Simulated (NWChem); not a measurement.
**M06-2X/cc-pVTZ run of SiO2 (silicon dioxide molecule)**

Aim: the vertical ionisation energy of SiO2 (silicon dioxide molecule) at M06-2X/cc-pVTZ, from 2 runs. 

The calculation is run with NWChem 7.3.0.

4 further runs of the same task are left out: 2 that didn't finish, 2 set aside as unsound or not needed.

### Step 1. The structure to begin with

SiO2 has 3 atoms, charge 0, and is taken as a singlet. SMILES: `O=[Si]=O`. The shape is that of a PBE0-D4/def2-TZVP optimisation.

Bond lengths: O1–Si2 1.506 Å, Si2–O3 1.506 Å. Angles: O1–Si2–O3 180.0°.

### Step 2. Energy and forces at M06-2X/cc-pVTZ

Input file o2si.nw:

```
start o2si
title "O2Si"
memory total 2200 mb

geometry units angstroms noautosym nocenter noautoz
  O        0.697730       1.229600       0.518760
  Si      -0.000010       0.000000       0.000000
  O       -0.697730      -1.229610      -0.518760
end

basis "ao basis" spherical bse
  * library cc-pVTZ
end

dft
  xc m06-2x
  grid fine
  convergence energy 1e-08
  iterations 100
  mulliken
end

task dft gradient
```

The run is started by

```
$ nwchem o2si.nw > o2si.out
```

Log:

```text
[...]
          Wavefunction type:  closed shell.
          No. of atoms     :     3
          No. of electrons :    30
[...]
          Charge           :     0
          Spin multiplicity:     1
[...]
          AO basis - number of functions:    94
[...]
              XC Information
              --------------
                       M06-2X Method XC Functional
                     Hartree-Fock (Exact) Exchange  0.540
                        M06-2X Exchange Functional  1.000
                      M06-2X Correlation Potential  1.000
[...]
 d= 0,ls=0.0,diis     1   -439.7682692623 -5.30D+02  1.21D-02  1.44D+00     7.8
[...]
 d= 0,ls=0.0,diis     9   -439.9416593959 -8.94D-09  6.85D-07  1.90D-08    47.0
         Total DFT energy =     -439.941659395942
      One electron energy =     -787.052091611207
           Coulomb energy =      295.207737426419
    Exchange-Corr. energy =      -38.053750675015
 Nuclear repulsion energy =       89.956445463861
[...]
      Total Density - Mulliken Population Analysis
     ---------------------------------------------
    Atom       Charge   Shell Charges
 -----------   ------   -------------------------------------------------------
    1 O    8     8.40   1.95  0.25  1.02  0.56  1.24  2.03  1.32  0.00  0.02  0.00
    2 Si  14    13.20   2.00  1.85  0.23  0.74  0.05  5.52  0.61  1.17  0.32  0.28  0.33  0.10
    3 O    8     8.40   1.95  0.25  1.02  0.56  1.24  2.03  1.32  0.00  0.02  0.00
[...]
  wavefunction    = closed shell
                         DFT ENERGY GRADIENTS
    atom               coordinates                        gradient
                 x          y          z           x          y          z
   1 O       1.318519   2.323607   0.980314    0.000328   0.000577   0.000243
   2 Si     -0.000019   0.000000   0.000000   -0.000002  -0.000001  -0.000001
   3 O      -1.318519  -2.323626  -0.980314   -0.000326  -0.000575  -0.000243
[...]
```

It took 71 s on 1 thread of Intel Xeon Platinum 8259CL at 2.50GHz (Skylake/Cascade Lake), shared host; peak memory 0.13 GiB.

### Step 3. The doublet cation: a single-point energy at UM06-2X/cc-pVTZ

Input file geom.nw:

```
echo
start geom
memory stack 880 mb heap 220 mb global 1100 mb
charge 1

geometry units angstrom noautosym nocenter noautoz
   O     0.697730    1.229600    0.518760
   Si   -0.000010    0.000000    0.000000
   O    -0.697730   -1.229610   -0.518760
end

basis spherical bse
   * library cc-pVTZ
end

dft
   xc m06-2x
   mult 2
   grid fine
   convergence energy 1e-08
   iterations 100
   mulliken
end

task dft energy
```

The run is started by

```
$ nwchem geom.nw > geom.out
```

Log:

```text
[...]
          Wavefunction type:  spin polarized.
          No. of atoms     :     3
          No. of electrons :    29
[...]
          Charge           :     1
          Spin multiplicity:     2
[...]
          AO basis - number of functions:    94
[...]
              XC Information
              --------------
                       M06-2X Method XC Functional
                     Hartree-Fock (Exact) Exchange  0.540
                        M06-2X Exchange Functional  1.000
                      M06-2X Correlation Potential  1.000
[...]
 d= 0,ls=0.0,diis     1   -439.2893185837 -5.29D+02  6.11D-03  5.64D-01     5.9
[...]
 d= 0,ls=0.0,diis    13   -439.4715979109 -3.94D-09  1.27D-07  5.83D-11    59.1
[...]
         Total DFT energy =     -439.471597910858
      One electron energy =     -777.211918005017
           Coulomb energy =      285.469269561665
    Exchange-Corr. energy =      -37.685394931367
 Nuclear repulsion energy =       89.956445463861
[...]
      Total Density - Mulliken Population Analysis
     ---------------------------------------------
    Atom       Charge   Shell Charges
 -----------   ------   -------------------------------------------------------
    1 O    8     8.03   1.95  0.26  1.06  0.56  1.22  1.97  0.99  0.00  0.02  0.00
    2 Si  14    12.95   2.00  1.85  0.23  0.75  0.02  5.52  0.61  1.26  0.18  0.24  0.17  0.12
    3 O    8     8.03   1.95  0.26  1.06  0.56  1.22  1.97  0.99  0.00  0.02  0.00
[...]
      <S2> =      0.8293 (Exact =     0.7500)
[...]
```

It took 60 s on 1 thread of Intel Xeon Platinum 8259CL at 2.50GHz (Skylake/Cascade Lake), shared host; peak memory 0.12 GiB.

### Step 4. What came out

At M06-2X/cc-pVTZ:

| quantity | value |
| --- | --- |
| singlet SiO2: total energy | -439.94166 Eh |
| singlet SiO2: dipole moment | 0.00 D |
| singlet SiO2: HOMO energy | -11.46 eV |
| singlet SiO2: LUMO energy | -2.32 eV |
| singlet SiO2: HOMO–LUMO gap | 9.14 eV |
| singlet SiO2: largest force on an atom | 0.036 eV/Å |
| doublet cation: total energy | -439.47160 Eh |
| doublet cation: HOMO energy (highest over α and β) | -18.85 eV |
| doublet cation: LUMO energy (lowest over α and β) | -14.24 eV |
| doublet cation: ⟨S²⟩ | 0.829 |
| vertical ionisation energy (to the doublet cation) | 12.791 eV |

**Reading.** The vertical ionisation energy comes to 12.79 eV (1234 kJ/mol). −ε(HOMO) before ionisation, 11.46 eV, is 1.33 eV below this ionisation energy. Mulliken charges (singlet SiO2) run from -0.40 on O1 to +0.80 on Si2; they depend strongly on the basis.
